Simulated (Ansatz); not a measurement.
A made-up structure of B$_{2}$H$_{3}$S (charge -1), closed shell:

B1  (-0.382, 0.122, -0.613)
B2  (0.653, -0.394, 0.551)
S3  (-0.355, 0.826, 1.340)
H4  (0.722, -1.018, 1.515)
H5  (-1.404, -0.483, -0.875)
H6  (1.550, -1.046, 1.015)
(Å)

It is relaxed with PBE-D4/def2-SVPD and then PBE0-D4/def2-TZVPD (Ansatz 0.2.0). Atoms count as bonded within 1.22 times the sum of their covalent radii (H–H: 0.88 Å). The end point is not checked to be a true minimum.

Problem. Does its bonding change? (A judgement: the text doesn't fix the answer.)

Solution. Computed: No: no bond forms or breaks.

Where it ends: The first stage lowers the energy by 5.21 eV in 12 steps. It ends as B₂H₃S ([BH]1[BH2][S]1), total charge -1:
```csv
atom,x (Å),y (Å),z (Å)
B1,-0.5132,-0.1508,-0.1730
B2,0.6531,-0.7088,0.8379
S3,-0.3453,1.0963,1.0693
H4,0.4038,-1.4957,1.7315
H5,-1.2484,-0.1747,-1.1240
H6,1.8349,-0.5594,0.5924
```

Labels in which every atom is bracketed show which atoms are joined, not bond orders.

For scale, one of the runs: PBE0-D4/def2-TZVPD relaxation, 147 basis functions, launched by `ansatz run in.yaml --threads 2 --pin off --events-out ev --progress --plain --max-ram 4352MiB`. Hardware: 2 CPU threads of an Arm Neoverse V1, shared host. Wall time about 22 s.
